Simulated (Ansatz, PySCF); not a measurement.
System: AlF3 (charge +1, doublet). 
Structure (B3LYP-D3(BJ)/def2-TZVP (Ansatz, an electronic-structure program) minimum search):
```
Al
F 1 1.6395
F 1 1.6395 2 136.19
F 1 1.6889 2 111.91 3 -180.00
```
Charge +1, spin multiplicity 2.

Total electronic energies in hartree. Valence correlation only, unless marked. Open shells are spin-unrestricted. No spin-orbit coupling. No relativistic terms. CBS(X,Y): correlation extrapolated as X^-3; Hartree-Fock from the larger set. The bracket is a focal-point correction in the basis named.

| level | program | energy (Eh) |
|---|---|---|
| HF/def2-TZVPD | PySCF | -540.12068 |
| HF/aug-cc-pV(Q+d)Z | Ansatz | -540.13802 |
| revPBE-D3(BJ)/def2-TZVPD | Ansatz + dftd3 | -541.68317 |
| BP86/def2-TZVPD | PySCF | -541.84445 |
| PBE0/6-31G* | Ansatz | -541.23930 |
| PBE0-D3(BJ)/def2-TZVP | Ansatz + dftd3 | ___ |
| PW6B95/def2-TZVPD | PySCF | ___ |
| MN15-D3(BJ)/def2-TZVPD | PySCF + dftd3 | ___ |
| RI-MP2/CBS(cc-pV(T+d)Z,cc-pV(Q+d)Z)+[CCSD(T)-MP2]/cc-pV(T+d)Z | Ansatz | -541.0563 |

### Question
Fill in the missing entries.

### Answer

- PBE0-D3(BJ)/def2-TZVP, energy (Eh): -541.40658
- PW6B95/def2-TZVPD, energy (Eh): -542.34391
- MN15-D3(BJ)/def2-TZVPD, energy (Eh): -541.46954
